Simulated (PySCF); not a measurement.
C₅H₇ (charge -1).
Geometry (PBE0-D3(BJ)/def2-SVP, Å), atoms numbered from 1 in this order:
```xyz
12
C5H7 angstrom
C     -0.8858    2.5831   -0.2478
C     -0.5948    1.3813   -0.0584
C     -0.2488   -0.0322    0.1270
C      1.1506   -0.3555   -0.4145
C     -1.2855   -0.9662   -0.5124
H     -0.2301   -0.2810    1.2124
H      1.4325   -1.4132   -0.2467
H      1.9028    0.2904    0.0632
H      1.1866   -0.1511   -1.4975
H     -1.0480   -2.0349   -0.3455
H     -1.3312   -0.7834   -1.5989
H     -2.2870   -0.7595   -0.1058
```

The closed-shell ground state was solved at several levels (PySCF, density fitting, gas phase, non-relativistic). The geometry's basis has no diffuse functions, a weakness for an anion. No diffuse functions stand in pcJ-1, pcSseg-1 and pcSseg-2, which bears on an anion's orbital energies.

| level | basis functions | HOMO (eV) | LUMO (eV) | gap (eV) |
| --- | --- | --- | --- | --- |
| PBE0/pcSseg-1 | 120 | -0.51 | 5.13 | 5.64 |
| PBE0/def2-SVPD | 156 | -0.87 | 4.09 | 4.96 |
| PBE0/pcSseg-2 | 278 | -0.88 | 3.91 | 4.79 |

Problem. Estimate the row for B3LYP/pcJ-1, a basis of 205 functions; the other rows only guide the guess.

Solution. HOMO -0.27 eV, LUMO 4.85 eV, gap 5.12 eV.

Problem. Over all these levels, which gives the widest orbital gap and which the narrowest?

Solution. PBE0/pcSseg-1 has the widest, 5.64 eV, and PBE0/pcSseg-2 the narrowest, 4.79 eV. The two share the functional. From the narrowest to the widest the HOMO moves by +0.37 eV and the LUMO by +1.22 eV.

Problem. How much does the basis alone move the frontier levels among the 3 PBE0 rows?

Solution. The HOMO by 0.37 eV and the LUMO by 1.22 eV. By rising basis size (HOMO, LUMO in eV): pcSseg-1 -0.51, 5.13; def2-SVPD -0.87, 4.09; pcSseg-2 -0.88, 3.91.
